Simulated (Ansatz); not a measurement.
The cluster P₄⁺. The state is a doublet with charge 1. Geometry B3LYP-D4/def2-TZVP, that of the neutral singlet; atoms count from 1.

Cartesian coordinates in Å:
```
P 0.601 -0.878 0.829
P -0.331 -0.622 -1.151
P 0.845 1.018 -0.266
P -1.115 0.483 0.587
```

The structure comes from a short search, and lower isomers may exist.

Question: Estimate the Mulliken populations from the PBE0/def2-TZVP orbitals of Ansatz.

Answer: 
```
atom  charge (e)  spin (α − β)
  P1        0.25          0.25
  P2        0.25          0.25
  P3        0.25          0.25
  P4        0.25          0.25
```
Mulliken values depend strongly on the basis.

Question: Where does the spin sit?

Answer: Summed by element: P 1.00, of 1 unpaired in all. Largest on single atoms: P1 0.25, P2 0.25, P3 0.25.

Question: And the Mayer bond orders between heavy atoms (over 0.3)?

Answer: P1–P2 0.85 (2.20 Å); P1–P3 1.09 (2.20 Å); P1–P4 1.09 (2.20 Å); P2–P3 1.09 (2.20 Å); P2–P4 1.09 (2.20 Å); P3–P4 0.85 (2.20 Å).
